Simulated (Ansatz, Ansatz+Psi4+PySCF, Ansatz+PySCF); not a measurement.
```yaml
atoms:
  - { symbol: C, position_ang: [-0.0276, 1.4285, 0.0000] }
  - { symbol: C, position_ang: [1.1757, 0.7182, 0.0000] }
  - { symbol: C, position_ang: [1.1669, -0.6737, 0.0000] }
  - { symbol: C, position_ang: [-0.0341, -1.3773, 0.0000] }
  - { symbol: C, position_ang: [-1.2509, -0.6904, 0.0000] }
  - { symbol: C, position_ang: [-1.1874, 0.6856, 0.0000] }
  - { symbol: H, position_ang: [-0.0374, 2.5243, 0.0000] }
  - { symbol: H, position_ang: [2.1286, 1.2618, 0.0000] }
  - { symbol: H, position_ang: [2.1163, -1.2219, 0.0000] }
  - { symbol: H, position_ang: [-0.0285, -2.4743, 0.0000] }
  - { symbol: H, position_ang: [-2.2048, -1.2298, 0.0000] }
```

Basis set: cc-pVTZ (spherical functions). Frozen core: 6 orbitals. Correlation on ROHF uses semicanonical orbitals with singles. Charge 0, multiplicity 2.

Computed with Ansatz (development build ahead of 0.2.0); each method stands on the lowest determinant of its kind that the runs found.

Question: Give the atomization energy at this shape (free ground-state atoms in the same class of orbitals less the molecule, no zero-point energy) of doublet C6H5 by ROHF-CCSD(T), ROHF-MP2, UHF-MP2, ROHF, UHF.

Answer:

```json
{"method": "ROHF-CCSD(T)", "atomization energy": "5076.8 kJ/mol"}
{"method": "ROHF-MP2", "atomization energy": "5226.0 kJ/mol"}
{"method": "UHF-MP2", "atomization energy": "5124.6 kJ/mol"}
{"method": "ROHF", "atomization energy": "3949.7 kJ/mol"}
{"method": "UHF", "atomization energy": "3907.2 kJ/mol"}
```

Caution for ROHF-MP2, UHF-MP2: forces differ strongly between restricted and unrestricted references. Caution for UHF-MP2, UHF: the unrestricted determinant is spin contaminated.
